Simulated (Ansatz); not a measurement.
One stationary structure of V. Level of theory: r2SCAN (plane waves to 500 eV, PAW, scalar-relativistic; Ansatz, a program for electronic structure).

```cif
data_V
_chemical_formula_sum 'V1'
_space_group_name_H-M_alt 'P 1'
_space_group_IT_number 1
_cell_length_a 2.58315
_cell_length_b 2.58315
_cell_length_c 2.58315
_cell_angle_alpha 109.471
_cell_angle_beta 109.471
_cell_angle_gamma 109.471
loop_
_space_group_symop_operation_xyz
  'x, y, z'
loop_
_atom_site_label
_atom_site_type_symbol
_atom_site_fract_x
_atom_site_fract_y
_atom_site_fract_z
_atom_site_occupancy
V1 V 0.00000 0.00000 0.00000 1
```

**Question.** Find the space group and the Wyckoff positions (tolerance 0.01 Å).

**Answer.** Space group Im-3m (No. 229); a = 2.9828 Å, b = 2.9828 Å, c = 2.9828 Å, α = 90.00°, β = 90.00°, γ = 90.00°

| atom | site | symmetry | x | y | z |
|---|---|---|---|---|---|
| V | 2a | m-3m | 0.0000 | 0.0000 | 0.0000 |

This is the bcc (W type).

**Question.** Give the shortest distances between elements (the closest pairs, up to four, under 3.6 Å).

**Answer.** V–V 2.58 Å.

- Volume per atom = 13.27 Å³
- Band gap = no gap (metallic)
- Magnetic moment = zero (the starting moments vanished)

No spin polarisation in the result: the starting moments vanished.

Measured for V: a 3.021 Å (static lattice; corrected from measurement; as listed in Daniel Mejia-Rodriguez, S. B. Trickey, Phys. Rev. B (2018)). Computed minus measured — a: r2SCAN -1.3 %. The computed values are for a static lattice.

The run could not lose the symmetry of its start.
